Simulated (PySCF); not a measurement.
1,1,1-trichloro-2-fluoroethane, C₂H₂Cl₃F, SMILES FCC(Cl)(Cl)Cl, point group Cs.

Level: B3LYP/pcSseg-1 in PySCF (density fitting, grid level 2); geometry and Hessian at that level, cubic constants and property derivatives from steps of ±0.6 along each species' dimensionless normal coordinates, second-order vibrational perturbation theory. The parent has the commonest isotopes.

Equilibrium geometry (Å):

```tsv
atom	x	y	z
F1	1.2679	-1.3107	0.0929
C2	0.8387	-0.0195	-0.1048
C3	-0.6804	0.0651	0.0558
Cl4	-1.1427	1.7885	-0.2208
Cl5	-1.4969	-0.9823	-1.1517
Cl6	-1.1635	-0.4332	1.7113
H7	1.1043	0.2963	-1.1188
H8	1.3087	0.6334	0.6377
```

Q: Give the equilibrium and ground-state rotational constants (MHz) of parent; ¹³C at 3.

A: 
```tsv
species	Ae	Be	Ce	A0	B0	C0	Δ0 (u Å²)	harmonic ZPE (cm⁻¹)
parent	1864.9	1532.3	1391.6	1854.7	1522.7	1384.2	-239.277	8767
¹³C at 3	1864.8	1532.2	1391.6	1854.9	1522.7	1384.3	-239.262	8724
```

Δ0 = Ic − Ia − Ib from the ground-state constants.

Q: How is the parent's vibrational correction B0 − Be made up?

A: 
```tsv
axis	harmonic	Coriolis	cubic	total (MHz)
a	1.75	-0.332	-11.6	-10.2
b	1.21	-0.197	-10.6	-9.6
c	0.86	-0.314	-7.96	-7.41
```

Q: And its quartic centrifugal distortion constants from the harmonic force field?

A: Asymmetric top, A reduction, Ir representation: ΔJ = 0.118 kHz, ΔJK = 0.401 kHz, ΔK = -0.239 kHz, δJ = 0.00935 kHz, δK = 0.22 kHz.

Q: Which nuclear quadrupole couplings χaa, χbb, χcc (MHz) does the parent show, at equilibrium and averaged?

A: 35Cl at 4: -72.0, 43.2, 28.8 and -71.7, 42.9, 28.8; 35Cl at 5: 39.0, -44.9, 5.8 and 38.8, -44.5, 5.6; 35Cl at 6: 39.0, -44.9, 5.8 and 38.8, -44.5, 5.6.

A mode lies under 250 cm⁻¹, where this perturbation treatment is rough.
